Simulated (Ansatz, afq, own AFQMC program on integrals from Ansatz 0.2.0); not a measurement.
## Where AFQMC and coupled cluster stand for Al$_{2}$H$_{4}$, singlet

```yaml
atoms:
  - { symbol: Al, position_ang: [0.0000, 0.0000, 1.3086] }
  - { symbol: Al, position_ang: [0.0000, 0.0000, -1.3086] }
  - { symbol: H, position_ang: [0.0000, 1.3533, 2.1524] }
  - { symbol: H, position_ang: [0.0000, -1.3533, 2.1524] }
  - { symbol: H, position_ang: [0.0000, 1.3533, -2.1524] }
  - { symbol: H, position_ang: [0.0000, -1.3533, -2.1524] }
```

Connectivity, by distances: AlH2–AlH2.

Basis 6-31G. Noble-gas cores (and the filled d shells of Ga–Kr and In–Xe) are frozen. AFQMC by an in-house program on the Cholesky factors that Ansatz 0.2.0 writes for its CCSD(T) run. ph-AFQMC/CISD is guided by a CISD state made of CCSD amplitudes; releasing the constraint for a short imaginary time cuts its bias at the price of noise, slowly where states lie close. Free AFQMC starts from the CCSD state and is never constrained. Its projection time is finite, and what remains of the start isn't in its error. ± is one standard error of the sampling.

Determinant: RHF, the one that the program's search chose, which needn't be the lowest solution. The geometry is a point of a scan.

No full CI on the walks' own integrals is used here; CCSDTQ serves as the reference and is uncertain by about the last step of the cluster series.

```
T1 diagnostic                               : 0.0107
weight of the determinant in the CISD state : 0.916
size of the correlated space                : 10 electrons in 24 orbitals
```

Reference: CCSDTQ, correlation energy -2.787 eV. The released energy is read at 2.40 1/Eh (meV from the phaseless value at times in 1/Eh: 0.1 ± 1.8 at 0.24, -1.2 ± 1.8 at 0.51, -4.6 ± 2.0 at 0.99, -5.6 ± 2.0 at 1.62, -4.9 ± 2.5 at 2.40).

| level | E − E(reference) (kJ/mol) | share of correlation (%) |
| --- | --- | --- |
| HF | 268.9 | 0.00 |
| MP2 | 81.2 | 69.79 |
| CCSD | 5.8 | 97.82 |
| CCSD(T) | 1.9 | 99.29 |
| CCSDT | 0.2 | 99.91 |
| CCSDT(Q) | 0.1 | 99.97 |
| ph-AFQMC/HF | 0.4 ± 1.3 | 99.84 |
| ph-AFQMC/CISD | 0.6 ± 0.2 | 99.79 |
| released AFQMC | 0.1 ± 0.2 | 99.97 |
| free AFQMC | 0.2 ± 0.2 | 99.92 |

CCSDT and higher add their correlation energy to the determinant of the CCSD(T) run, since their own runs factorise the integrals more tightly (a shift of under 2 meV). Free projections are given only where their last times agree within the noise and don't stop above the reference; a slow remainder of the start can still hide under it. A walk keeps the symmetry of its determinant, which the program's search chose and which needn't be the lowest solution, so a lower state of the same spin and another symmetry isn't excluded. Released energies are given only where the last usable release times agree within the noise; a slower fall can still hide under it.
